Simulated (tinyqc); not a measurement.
UHF in the sto-3g basis, for BH, spin multiplicity 3, step by step (part 2 of 2). This run ends on a higher stationary point, not on the lowest solution. Computed by tinyqc, a small Python program that keeps every step (integrals from PySCF). Command: `OMP_NUM_THREADS=1 python tinyqc.py 23348 23349 out.jsonl` (the two numbers bound the seeds that draw the settings). One thread of a shared host (Intel(R) Xeon(R) Processor @ 2.60GHz), about 0.1 s of CPU time with the checks.

Geometry (angstrom):
```
atom         x         y         z
B     0.000000  0.000000  0.000000
H     0.000000  0.000000  1.811000
```

## Iteration 3: diagonalisation and new density

F(alpha) (hartree), lower triangle:
```
            1B 1s      1B 2s     1B 2px     1B 2py     1B 2pz     2H 1s
1B 1s   -7.275025
1B 2s   -2.171171  -0.986053
1B 2px   0.000000   0.000000  -0.203964
1B 2py   0.000000   0.000000   0.000000  -0.203964
1B 2pz   0.021730  -0.077705   0.000000   0.000000   0.224620
2H 1s   -0.135317  -0.289430   0.000000   0.000000  -0.164078  0.009102
```

F(beta) (hartree), lower triangle:
```
            1B 1s      1B 2s    1B 2px    1B 2py     1B 2pz      2H 1s
1B 1s   -7.213100
1B 2s   -2.116122  -0.559695
1B 2px   0.000000   0.000000  0.458724
1B 2py   0.000000   0.000000  0.000000  0.458724
1B 2pz   0.019934  -0.054790  0.000000  0.000000   0.281276
2H 1s   -0.133877  -0.255912  0.000000  0.000000  -0.229029  -0.258006
```

X, lower triangle:
```
            1B 1s      1B 2s    1B 2px    1B 2py     1B 2pz     2H 1s
1B 1s    1.029266
1B 2s   -0.144300   1.049360
1B 2px   0.000000   0.000000  1.000000
1B 2py   0.000000   0.000000  0.000000  1.000000
1B 2pz  -0.003717   0.024390  0.000000  0.000000   1.028847
2H 1s    0.015768  -0.120443  0.000000  0.000000  -0.143283  1.048472
```

Diagonalise F' = X^T F X, C = X C', fill 4 alpha and 2 beta electrons from the bottom; D(s) = C_occ C_occ^T. Each column has its largest component positive (the first on a tie).

F' = X^T F X (alpha) (hartree), lower triangle:
```
           1          2          3          4          5         6
1  -7.085978
2  -1.152186  -0.514197
3   0.000000   0.000000  -0.203964
4   0.000000   0.000000   0.000000  -0.203964
5   0.020425  -0.031988   0.000000   0.000000   0.283848
6   0.033596  -0.230981   0.000000   0.000000  -0.214625  0.121894
```

orbital energies (alpha) (hartree): MO1 -7.282161, MO2 -0.439170, MO3 -0.203964, MO4 -0.203964, MO5 0.078520, MO6 0.448378

coefficients C (alpha):
```
              MO1        MO2        MO3       MO4        MO5        MO6
1B 1s    0.990462  -0.272455   0.000000  0.000000   0.147571  -0.058736
1B 2s    0.033741   0.888570   0.000000  0.000000  -0.530591   0.254672
1B 2px   0.000000   0.000000   0.994353  0.106120   0.000000   0.000000
1B 2py   0.000000   0.000000  -0.106120  0.994353   0.000000   0.000000
1B 2pz  -0.001659   0.136121   0.000000  0.000000   0.524366   0.886664
2H 1s   -0.003653   0.322587   0.000000  0.000000   0.654712  -0.775793
```

F' = X^T F X (beta) (hartree), lower triangle:
```
           1          2         3         4          5          6
1  -7.027975
2  -1.164152  -0.070789
3   0.000000   0.000000  0.458724
4   0.000000   0.000000  0.000000  0.458724
5   0.014585   0.003549  0.000000  0.000000   0.358661
6   0.028244  -0.218798  0.000000  0.000000  -0.256980  -0.152685
```

orbital energies (beta) (hartree): MO1 -7.217641, MO2 -0.349389, MO3 0.185386, MO4 0.458724, MO5 0.458724, MO6 0.488856

coefficients C (beta):
```
              MO1        MO2        MO3       MO4        MO5        MO6
1B 1s    0.992689  -0.112286  -0.273083  0.000000   0.000000  -0.088658
1B 2s    0.026152   0.332030   0.950278  0.000000   0.000000   0.350889
1B 2px   0.000000   0.000000   0.000000  0.199943   0.979808   0.000000
1B 2py   0.000000   0.000000   0.000000  0.979808  -0.199943   0.000000
1B 2pz  -0.001883   0.207206  -0.352940  0.000000   0.000000   0.955071
2H 1s   -0.002516   0.807982  -0.328426  0.000000   0.000000  -0.611452
```

D(alpha) after iteration 3, lower triangle:
```
            1B 1s     1B 2s    1B 2px    1B 2py    1B 2pz     2H 1s
1B 1s    1.055247
1B 2s   -0.208677  0.790695
1B 2px   0.000000  0.000000  1.000000
1B 2py   0.000000  0.000000  0.000000  1.000000
1B 2pz  -0.038730  0.120897  0.000000  0.000000  0.018532
2H 1s   -0.091508  0.286517  0.000000  0.000000  0.043917  0.104075
```

D(beta) after iteration 3, lower triangle:
```
            1B 1s     1B 2s    1B 2px    1B 2py    1B 2pz     2H 1s
1B 1s    0.998039
1B 2s   -0.011321  0.110928
1B 2px   0.000000  0.000000  0.000000
1B 2py   0.000000  0.000000  0.000000  0.000000
1B 2pz  -0.025136  0.068749  0.000000  0.000000  0.042938
2H 1s   -0.093222  0.268208  0.000000  0.000000  0.167423  0.652841
```

Within a degenerate level the vectors are fixed only up to a rotation; this is one choice.

## Iteration 17 (converged): orbitals

converged F(alpha) (hartree), lower triangle:
```
            1B 1s      1B 2s     1B 2px     1B 2py     1B 2pz     2H 1s
1B 1s   -7.266721
1B 2s   -2.156438  -1.119493
1B 2px   0.000000   0.000000  -0.228670
1B 2py   0.000000   0.000000   0.000000  -0.228670
1B 2pz   0.002068  -0.008061   0.000000   0.000000   0.254739
2H 1s   -0.135791  -0.212445   0.000000   0.000000  -0.075880  0.195149
```

converged F(beta) (hartree), lower triangle:
```
            1B 1s      1B 2s    1B 2px    1B 2py     1B 2pz      2H 1s
1B 1s   -7.169642
1B 2s   -2.109756  -0.463134
1B 2px   0.000000   0.000000  0.491991
1B 2py   0.000000   0.000000  0.000000  0.491991
1B 2pz   0.001931  -0.057019  0.000000  0.000000   0.354853
2H 1s   -0.133956  -0.225087  0.000000  0.000000  -0.226389  -0.483443
```

As before.

F' = X^T F X (alpha) (hartree), lower triangle:
```
           1          2          3          4          5         6
1  -7.084440
2  -1.115625  -0.678998
3   0.000000   0.000000  -0.228670
4   0.000000   0.000000   0.000000  -0.228670
5  -0.007293   0.023562   0.000000   0.000000   0.296570
6   0.024167  -0.158656   0.000000   0.000000  -0.155562  0.281577
```

orbital energies (alpha) (hartree): MO1 -7.273187, MO2 -0.522338, MO3 -0.228670, MO4 -0.228670, MO5 0.147556, MO6 0.462678

coefficients C (alpha):
```
              MO1        MO2        MO3       MO4        MO5        MO6
1B 1s    0.990776  -0.304793   0.000000  0.000000   0.051796   0.057065
1B 2s    0.032743   1.014326   0.000000  0.000000  -0.213215  -0.248372
1B 2px   0.000000   0.000000  -0.626254  0.779619   0.000000   0.000000
1B 2py   0.000000   0.000000   0.779619  0.626254   0.000000   0.000000
1B 2pz   0.000804   0.004360   0.000000  0.000000   0.646887  -0.813131
2H 1s   -0.004232   0.086652   0.000000  0.000000   0.618902   0.862562
```

F' = X^T F X (beta) (hartree), lower triangle:
```
           1          2         3         4          5          6
1  -6.981879
2  -1.177185   0.023493
3   0.000000   0.000000  0.491991
4   0.000000   0.000000  0.000000  0.491991
5  -0.003559  -0.000844  0.000000  0.000000   0.431005
6   0.023921  -0.168224  0.000000  0.000000  -0.230036  -0.406185
```

orbital energies (beta) (hartree): MO1 -7.174406, MO2 -0.503004, MO3 0.246824, MO4 0.491991, MO5 0.491991, MO6 0.497020

coefficients C (beta):
```
              MO1        MO2        MO3       MO4        MO5        MO6
1B 1s    0.992484  -0.055581  -0.298194  0.000000   0.000000  -0.058658
1B 2s    0.026920   0.128536   1.033082  0.000000   0.000000   0.229291
1B 2px   0.000000   0.000000   0.000000  0.082475   0.996593   0.000000
1B 2py   0.000000   0.000000   0.000000  0.996593  -0.082475   0.000000
1B 2pz   0.000702   0.109783  -0.173464  0.000000   0.000000   1.018588
2H 1s   -0.003384   0.931682  -0.268067  0.000000   0.000000  -0.441221
```

D(alpha) after iteration 17, lower triangle:
```
            1B 1s     1B 2s    1B 2px    1B 2py    1B 2pz     2H 1s
1B 1s    1.074535
1B 2s   -0.276718  1.029930
1B 2px   0.000000  0.000000  1.000000
1B 2py   0.000000  0.000000  0.000000  1.000000
1B 2pz  -0.000533  0.004449  0.000000  0.000000  0.000020
2H 1s   -0.030604  0.087755  0.000000  0.000000  0.000374  0.007527
```

D(beta) after iteration 17, lower triangle:
```
            1B 1s     1B 2s    1B 2px    1B 2py    1B 2pz     2H 1s
1B 1s    0.988113
1B 2s    0.019574  0.017246
1B 2px   0.000000  0.000000  0.000000
1B 2py   0.000000  0.000000  0.000000  0.000000
1B 2pz  -0.005405  0.014130  0.000000  0.000000  0.012053
2H 1s   -0.055142  0.119664  0.000000  0.000000  0.102281  0.868043
```

Within a degenerate level the vectors are fixed only up to a rotation; this is one choice.

## Convergence

Stop when the energy changes by less than 1e-08 hartree and every element of the error matrix X^T (F D S - S D F) X (for each spin) is below 3e-05.

Course of the cycle:
```
iteration   E (hartree)     change  largest element of the error matrix
1          -24.03860798          -                             2.60e-01
2          -24.36044352  -3.22e-01                             1.11e-01
3          -24.46564335  -1.05e-01                             8.31e-02
4          -24.51723676  -5.16e-02                             6.76e-02
5          -24.54460643  -2.74e-02                             4.60e-02
6          -24.55572934  -1.11e-02                             2.61e-02
7          -24.55920666  -3.48e-03                             1.33e-02
8          -24.56014512  -9.38e-04                             6.45e-03
9          -24.56038418  -2.39e-04                             3.08e-03
10         -24.56044460  -6.04e-05                             1.57e-03
11         -24.56046013  -1.55e-05                             9.00e-04
12         -24.56046423  -4.10e-06                             5.12e-04
13         -24.56046534  -1.11e-06                             2.89e-04
14         -24.56046565  -3.11e-07                             1.62e-04
15         -24.56046574  -8.86e-08                             9.09e-05
16         -24.56046576  -2.57e-08                             5.07e-05
17         -24.56046577  -7.58e-09                             2.83e-05
```

PySCF UHF in the same basis, after a stability check = -24.64315416 hartree

Converged in 17 iterations. But the solution lies 0.08269 hartree above the reference: it is another stationary point, not the lowest one. Reruns (cap 100 unless said): DIIS 8: converged in 11 to a higher stationary point; damping 0.5: converged in 38 to a higher stationary point; level shift 0.5: converged in 34 to a higher stationary point; atomic densities as start, DIIS 8: converged in 9.

## Populations, bond orders and dipole

overlap S, lower triangle:
```
           1B 1s     1B 2s    1B 2px    1B 2py    1B 2pz     2H 1s
1B 1s   1.000000
1B 2s   0.269328  1.000000
1B 2px  0.000000  0.000000  1.000000
1B 2py  0.000000  0.000000  0.000000  1.000000
1B 2pz  0.000000  0.000000  0.000000  0.000000  1.000000
2H 1s   0.016684  0.215755  0.000000  0.000000  0.264981  1.000000
```

Mulliken: Z minus the diagonal of D S on the atom; Loewdin: the same with S^(1/2) D S^(1/2); Mayer order: 2 sum_s sum (D(s) S)_ij (D(s) S)_ji over the two atoms.

Charges (e):
```
atom   Mulliken    Loewdin  Mulliken spin
1B    -0.053908  -0.065473       2.893994
2H     0.053908   0.065473      -0.893994
```

Mayer bond orders:
```
pair     order
2-1   0.197868
```

dipole moment about the origin, x y z (debye): 0.000000  0.000000  0.227117

<S^2> of the determinant (pure state: 2) = 2.833641
